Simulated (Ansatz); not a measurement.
C₃H₇O₂S (charge -1), SMILES CCCS(=O)[O-], a geometry optimisation

Computed with Ansatz 0.2.0, Python API.

Typed at the interpreter:
```pycon
>>> from dataclasses import dataclass
>>> import itertools
>>> import ansatz as az
>>> from ase.data import atomic_numbers, covalent_radii
>>> import numpy as np
>>> @dataclass
... class Options:
...     basis_set: str = "6-31G*"
...     xc: str = "pbe0"
...     vdw: str = "d3bj"
...     net_charge: int = -1
...
>>> settings = Options()
>>> GEOMETRY = """
... C    -1.71520   -0.28910    0.59600
... C    -0.26010    0.14880    0.66740
... C     0.40450    0.05800   -0.69910
... S     2.14370    0.65310   -0.55170
... O     2.56750    0.63280   -2.00140
... O     2.75460   -0.43300    0.30230
... H    -2.18090   -0.21970    1.58400
... H    -1.79610   -1.32600    0.25420
... H    -2.28270    0.34550   -0.09220
... H     0.26150   -0.48290    1.39660
... H    -0.21740    1.17680    1.04830
... H    -0.10130    0.70330   -1.42410
... H     0.42180   -0.96760   -1.08020
... """
>>> mol = az.Crystal.molecule()
>>> for line in GEOMETRY.strip().splitlines():
...     symbol, *xyz = line.split()
...     mol = mol.atom(symbol, [float(v) for v in xyz])
...
>>> job = (
...     mol.calculation()
...     .basis(gaussian=settings.basis_set)
...     .functional(settings.xc, dispersion=settings.vdw)
...     .charge(settings.net_charge)  # electrons removed from the neutral system
...     .scf(lower_state_search="off")
... )
>>> symbols = [site.symbol for site in mol.cartesian_sites]
>>> start = np.array([site.position_ang for site in mol.cartesian_sites], dtype=float)
>>> report = job.relax(force_tolerance=0.02, max_steps=100).run().report

>>> end = np.array(report["positions_ang"])
>>> print("reference energy %16.6f eV" % report["reference_energy_ev"])
reference energy    -18141.888902 eV
>>> print("total energy     %16.6f eV" % report["free_energy_ev"])
total energy        -18142.139463 eV
>>> print("occupied orbitals outside the frozen core (up, down):", report["n_occupied"], " frozen:", report["n_frozen"], " virtual:", report["n_virtual"])
occupied orbitals outside the frozen core (up, down): [29, 29]  frozen: 0  virtual: [79, 79]
>>> # pairs closer than 1.2 times the sum of covalent radii, before or after
>>> radius = [covalent_radii[atomic_numbers[s]] for s in symbols]
>>> span = lambda where, i, j: np.linalg.norm(where[i] - where[j])
>>> bonded = [(i, j) for i, j in itertools.combinations(range(len(symbols)), 2) if min(span(start, i, j), span(end, i, j)) < 1.2 * (radius[i] + radius[j])]
>>> print("pair        before    after (A)")
pair        before    after (A)
>>> for i, j in bonded:
...     print(f"{symbols[i]}{i}-{symbols[j]}{j}".ljust(10), f"{span(start, i, j):8.4f} {span(end, i, j):8.4f}")
...
C0-C1        1.5212   1.5252
C0-H6        1.0945   1.0996
C0-H7        1.0948   1.0976
C0-H8        1.0947   1.0983
C1-C2        1.5223   1.5144
C1-H9        1.0967   1.0968
C1-H10       1.0971   1.1011
C2-S3        1.8441   1.8659
C2-H11       1.0945   1.0991
C2-H12       1.0943   1.0987
S3-O4        1.5105   1.5177
S3-O5        1.5107   1.5212
```

Reading the output:
- The settings weren't tested for convergence.
- The end point is the stationary point reached from this start; no frequency run checks that it is a minimum, and the basis set is modest.
- Total less reference energy is the dispersion correction.
- Anions want diffuse functions, which this basis lacks.
- Timing: 36 s on 1 thread of Arm Neoverse V1, with other jobs on the host, peak memory 0.29 GiB.

(Lines on the test bed's own set-up are left out of the output.)
